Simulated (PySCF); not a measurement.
Static response to an electric field

C2H3NO2.
Structure used (GFN2-xTB), in Å, numbered top down from 1:
```xyz
8
C2H3NO2 angstrom
N     -1.7987    0.5442    0.1328
C     -0.8538   -0.1417   -0.3183
C      0.5754    0.0127    0.1259
O      0.9301    0.8148    0.9507
O      1.3980   -0.8333   -0.4923
H     -1.5080    1.2269    0.8373
H     -1.0476   -0.8967   -1.0707
H      2.3137   -0.7174   -0.1900
```

Level: wB97X-D/def2-SVPD (PySCF), static field, nuclei fixed, core orbitals frozen in the response. The polarisability tensor in these axes (au):

```
x   47.84 -5.39 -0.59
y   -5.39 36.19  8.09
z   -0.59  8.09 33.85
```

**Question.** What are the eigenvalues, a third of the trace, and Δα (Δα² = ½Σ(αi − αj)² over the three pairs)?

**Answer.** Principal values 26.37, 40.66 and 50.84 au; mean 39.29 au = 5.82 Å³ = 6.48 × 10⁻⁴⁰ C²·m²/J; Δα = 21.29 au (54 % of the mean).

**Question.** What is the dipole moment, and where does it point?

**Answer.** (1.88, -1.22, -0.75) D, 2.37 D in size, pointing from the negative to the positive side. Measured along this direction, the outermost atoms are H6 at the negative end and H8 at the positive end.

**Question.** Find the Langevin capture rate constant for NO+ (29.998 u) meeting this molecule (73.016 u), k = 2.342 × 10⁻⁹ cm³/s × √(α in Å³ / reduced mass in u).

**Answer.** The reduced mass is 21.26 u, so k = 1.23 × 10⁻⁹ cm³/s. The formula leaves out the permanent dipole, which adds to the capture rate.

**Question.** Traceless (Buckingham) quadrupole moment about the centre of nuclear charge: eigenvalues?

**Answer.** -4.66, 1.00, 3.66 D·Å. The values depend on the origin, since the dipole doesn't vanish. The electronic extent ⟨r²⟩ about the same centre is 377 bohr², a root-mean-square distance of 1.67 Å for the 38 electrons.

**Question.** Directions of the eigenvectors, and the extent of the frame along each?

**Answer.** Largest value along (0.86, -0.45, -0.24), where the nuclei span 4.41 Å; middle along (0.49, 0.58, 0.65), 3.28 Å; least along (-0.15, -0.68, 0.72), 0.01 Å. The response follows the extents in order.

**Question.** What would n − 1 = 2πNα be for an ideal gas of these molecules at 350 K and 1 atm, electronic part alone?

**Answer.** N = p/kT = 2.0968 × 10¹⁹ cm⁻³, so n − 1 = 2π × N × 5.82 × 10⁻²⁴ cm³ = 767 × 10⁻⁶ at long wavelengths, for an ideal gas.

Geometry: GFN2-xTB, one conformer, isolated molecule.

These values come from a run that also computed excited states. Time: 9.5 s; peak memory 0.52 GiB. Hardware: Arm Neoverse V1, one thread, shared host with 32 logical CPUs at a one-minute load of 22.
